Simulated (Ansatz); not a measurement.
## SO3 (sulfur trioxide): entropy by statistical mechanics

A singlet with charge 0, relaxed at SVWN5/def2-TZVP (Ansatz 0.2.0):

```xyz
4

O    -1.1291   -0.6892    0.5403
S     0.0000    0.0000    0.0000
O     1.3178   -0.3299    0.4434
O    -0.1886    1.0191   -0.9837
```

Harmonic wavenumbers in cm⁻¹: 482, 507, 507, 1063, 1399, 1399.

Masses in u: O 15.999, S 32.06. Take T = 298.15 K, p = 1 bar, R = 8.3145 J/(mol K), kT/hc = 207.22 cm⁻¹, rigid rotor and harmonic oscillator.

**Question.** Compute the standard molar entropy.

**Answer.** 
1. Translation (Sackur–Tetrode): S = R[3/2 ln M + 5/2 ln T − 1.1517] with M = 80.057 gives 163.5 J/(mol K).
2. Rotation: principal moments 49.000, 49.004, 98.004 u Å² give A, B, C = 0.344, 0.344, 0.172 cm⁻¹; the symmetry number is σ = 6; q = (√π/σ)√((kT/hc)³/ABC) = 6177; S = R(ln q + 3/2) = 85.0.
3. Vibration: with u = ν̃/207.22, each mode gives R[u/(eᵘ − 1) − ln(1 − e⁻ᵘ)]; the sum is 8.8, most from 482 cm⁻¹ (2.9), 507 cm⁻¹ (2.7), 507 cm⁻¹ (2.7).
4. Spin: R ln 1 = 0.0.
5. Sum: 163.5 + 85.0 + 8.8 + 0.0 = 257.3 J/(mol K).

The tabulated value is 256.8 J/(mol K) (CRC Handbook of Chemistry and Physics): the model is off by +0.5.
